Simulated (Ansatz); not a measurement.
A run of Ansatz (development build ahead of 0.2.0) on doublet C₃H₄(+) at this shape:

```xyz
7

C    -0.2036    1.0236   -0.8406
C     0.0062    0.0092   -0.0496
C     0.1891   -1.0276    0.8829
H    -1.0090    1.0129   -1.5915
H     0.4666    1.8888   -0.8389
H     0.2303   -0.8210    1.9548
H     0.3756   -2.0556    0.5949
```

Its results:

```yaml
Converged: yes
Total_energy: -115.46536 hartree
Spin_squared_of_the_determinant: 0.849
Stability_test: minimum
```

Forces (eV/Å):
```tsv
atom	Fx	Fy	Fz
C1	-0.012	-0.152	-0.447
C2	0.209	-1.761	1.903
C3	-0.066	1.878	-1.354
H4	0.241	-0.117	0.370
H5	-0.112	-0.133	0.197
H6	-0.107	0.305	-0.259
H7	-0.153	-0.021	-0.410
```

**Question.** Which input gives this output? Name the method, the orbitals and the basis set, and write the input.

**Answer.** UHF in def2-SVP.

```yaml
crystal:
  periodic: [false, false, false]
  atoms:
    - { symbol: C, position_ang: [-0.20357, 1.02364, -0.84063] }
    - { symbol: C, position_ang: [0.00622, 0.00921, -0.0496] }
    - { symbol: C, position_ang: [0.18907, -1.02765, 0.88285] }
    - { symbol: H, position_ang: [-1.00895, 1.01293, -1.59152] }
    - { symbol: H, position_ang: [0.46658, 1.88879, -0.83888] }
    - { symbol: H, position_ang: [0.23031, -0.82096, 1.95482] }
    - { symbol: H, position_ang: [0.37559, -2.0556, 0.5949] }
basis:
  gaussian: { orbitals: def2-SVP }
total_charge: 1
magnetization:
  spin_polarized: true
  initial_magnetization: 1
hamiltonian:
  xc: hf
output:
  forces: true
```
